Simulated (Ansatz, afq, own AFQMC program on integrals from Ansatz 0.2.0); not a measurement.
# Where AFQMC and coupled cluster stand for C2H3O⁺, singlet

```xyz
6

C    -0.3208    0.3075   -0.1921
C     0.6200   -0.5949    0.3714
O     1.3595   -1.3033    0.8141
H    -0.0734    0.4493   -1.2613
H    -1.3324   -0.1276   -0.0836
H    -0.2530    1.2690    0.3514
```

Connectivity, by distances: CH3–C–O.

Basis def2-TZVP. Noble-gas cores (and the filled d shells of Ga–Kr and In–Xe) are frozen. Ansatz 0.2.0 and our own AFQMC program on the same integrals; the CISD trial comes from CCSD amplitudes, and released means the phaseless constraint is let go. Uncertainties: one standard error, sampling alone.

Determinant: RHF, the one that the program's search chose, which needn't be the lowest solution. The geometry is a PBE0/def2-SVP stationary point of this or a neighbouring charge and spin state.

No full CI on the walks' own integrals is used here; CCSDT(Q) serves as the reference and is uncertain by about the last step of the cluster series.

- T1 diagnostic: 0.0161
- weight of the determinant in the CISD state: 0.850
- size of the correlated space: 16 electrons in 108 orbitals

Reference: CCSDT(Q), correlation energy -15.298 eV. The released energy is read at 0.99 1/Eh, later times being too noisy (meV from the phaseless value at times in 1/Eh: -4 ± 8 at 0.24, -8 ± 8 at 0.51, 5 ± 11 at 0.99, -5 ± 11 at 1.50).

```json
{"level": "HF", "E − E(reference) (meV)": "15298.5", "share of correlation (%)": "0.00"}
{"level": "MP2", "E − E(reference) (meV)": "1043.4", "share of correlation (%)": "93.18"}
{"level": "CCSD", "E − E(reference) (meV)": "699.0", "share of correlation (%)": "95.43"}
{"level": "CCSD(T)", "E − E(reference) (meV)": "51.3", "share of correlation (%)": "99.66"}
{"level": "CCSDT", "E − E(reference) (meV)": "40.9", "share of correlation (%)": "99.73"}
{"level": "ph-AFQMC/CISD", "E − E(reference) (meV)": "15.0 ± 5.6", "share of correlation (%)": "99.90"}
{"level": "released AFQMC", "E − E(reference) (meV)": "20.4 ± 11.0", "share of correlation (%)": "99.87"}
```

Released energies are given only where the last usable release times agree within the noise; a slower fall can still hide under it.
